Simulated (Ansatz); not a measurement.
Relaxing yttrium (hcp)

These are results of Ansatz 0.2.0, DFT, revPBE, plane waves (420 eV) with PAW, scalar-relativistic, not measurements. The PAW files were generated under PBE, with cores re-solved for the functional.

k-point mesh 10×10×6, Fermi-Dirac smearing 0.05 eV, starting moments 1.00 ×2 μB. Cell and atoms relax.

Starting structure:

```xyz
2
Lattice="3.6474 0.0000 0.0000 -1.8237 3.1587 0.0000 0.0000 0.0000 5.7306" Properties=species:S:1:pos:R:3 pbc="T T T"
Y     0.0000    2.1058    1.4326
Y     1.8237    1.0529    4.2980
```

**Question.** The pressure at the start is 0.9 GPa. By how much does the volume change?

**Answer.** From 33.01 to 33.75 Å³ per atom, 2.2 %. The final cell has a = 3.689 Å, c = 5.726 Å (c/a = 1.552).

**Question.** How much energy does the relaxation gain?

**Answer.** 2.7 meV per atom.

**Question.** Which magnetic state does it end in?

**Answer.** non-magnetic.
